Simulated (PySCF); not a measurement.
CCl2 (singlet state).
Atom-mapped SMILES: `[Cl:1][C:2][Cl:3]`

Structure used (PBE0-D3(BJ)/def2-TZVP), in Å, numbered top down from 1:
```xyz
3
CCl2 angstrom
Cl    -1.4046   -0.4183   -0.0402
C     -0.0294    0.5945   -0.0606
Cl     1.3838   -0.3648   -0.0618
```

The closed-shell ground state was solved at several levels (PySCF, density fitting, gas phase, non-relativistic). Isolated species at its PBE0-D3(BJ)/def2-TZVP geometry, gas phase.

```csv
level,basis functions,total energy (Eh),HOMO (eV),LUMO (eV),gap (eV),dipole (D)
CAM-B3LYP/aug-cc-pVTZ,146,-958.4523,-8.97,-2.18,6.79,1.14
wB97X-D/aug-cc-pVTZ,146,-958.4272,-9.46,-1.51,7.95,1.12
```

Q: What might PBE0/aug-cc-pVTZ (146 basis functions) give for the same quantities?

A: Total energy -958.1009 Eh, HOMO -7.56 eV, LUMO -3.38 eV, gap 4.18 eV, dipole 1.12 D.

Q: Over all these levels, which gives the widest orbital gap and which the narrowest?

A: wB97X-D/aug-cc-pVTZ (range-separated hybrid) has the widest, 7.95 eV, and PBE0/aug-cc-pVTZ (global hybrid, 25 % exact exchange) the narrowest, 4.18 eV. From the narrowest to the widest the HOMO moves by -1.90 eV and the LUMO by +1.87 eV.

Q: How far do the dipole and the HOMO energy spread over the levels?

A: The dipole runs from 1.12 to 1.14 D (mean 1.12 D) and the HOMO from -9.46 to -7.56 eV.

The pairwise dispersion term of wB97X-D wasn't added to the energies; at a given geometry it leaves orbitals and properties as they are.
